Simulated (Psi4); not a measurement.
Reaction (SMILES): P#N (N-P) + 3 [H][H] (H2) → N (NH3) + P (PH3)
B3LYP-D3(BJ)/def2-TZVP geometries, fixed; electronic energies without zero-point terms.

Basis-set convergence of the energy of full hydrogenation at HF with Psi4. Cartesian d functions, on some or all atoms, in 6-31G*, 6-31G**; all else is spherical. Density fitting with the program's default auxiliary sets. Psi4's default fitting sets serve the pcseg sets less well. No added dispersion term, no relativity. Functions are those of the species that has most. Reference: the value in aug-cc-pV(Q+d)Z, -81.34 kcal/mol, itself unsure by roughly 0.07 kcal/mol (its mean distance from cc-pV(5+d)Z, def2-QZVPPD, def2-QZVPP). Deviations are taken from unrounded values.

```json
[
 {"basis": "STO-3G", "functions": "14", "energy of full hydrogenation (kcal/mol)": "-91.39", "minus reference (kcal/mol)": "-10.05"},
 {"basis": "3-21G", "functions": "22", "energy of full hydrogenation (kcal/mol)": "-77.87", "minus reference (kcal/mol)": "3.46"},
 {"basis": "6-31G", "functions": "22", "energy of full hydrogenation (kcal/mol)": "-85.65", "minus reference (kcal/mol)": "-4.32"},
 {"basis": "pcseg-0", "functions": "22", "energy of full hydrogenation (kcal/mol)": "-77.27", "minus reference (kcal/mol)": "4.06"},
 {"basis": "pcseg-1", "functions": "33", "energy of full hydrogenation (kcal/mol)": "-83.10", "minus reference (kcal/mol)": "-1.76"},
 {"basis": "6-31G*", "functions": "34", "energy of full hydrogenation (kcal/mol)": "-79.76", "minus reference (kcal/mol)": "1.58"},
 {"basis": "6-31G**", "functions": "34", "energy of full hydrogenation (kcal/mol)": "-82.09", "minus reference (kcal/mol)": "-0.75"},
 {"basis": "6-311G**", "functions": "44", "energy of full hydrogenation (kcal/mol)": "-83.54", "minus reference (kcal/mol)": "-2.20"},
 {"basis": "aug-pcseg-1", "functions": "54", "energy of full hydrogenation (kcal/mol)": "-83.62", "minus reference (kcal/mol)": "-2.29"},
 {"basis": "pcseg-2", "functions": "76", "energy of full hydrogenation (kcal/mol)": "-82.79", "minus reference (kcal/mol)": "-1.45"},
 {"basis": "aug-pcseg-2", "functions": "119", "energy of full hydrogenation (kcal/mol)": "-82.08", "minus reference (kcal/mol)": "-0.75"},
 {"basis": "pcseg-3", "functions": "163", "energy of full hydrogenation (kcal/mol)": "-81.52", "minus reference (kcal/mol)": "-0.18"},
 {"basis": "aug-pcseg-3", "functions": "236", "energy of full hydrogenation (kcal/mol)": "-81.40", "minus reference (kcal/mol)": "-0.07"},
 {"basis": "pcseg-4", "functions": "288", "energy of full hydrogenation (kcal/mol)": "-81.32", "minus reference (kcal/mol)": "0.01"}
]
```

The smallest set listed that lies within 1 kcal/mol of the reference with all its larger relatives (same family, alike in diffuse functions; a set with none counts only in the reference's own line) is aug-pcseg-2 (119 functions, -0.75 kcal/mol off). Inside the window by cancellation, since a larger relative falls out: 6-31G**.
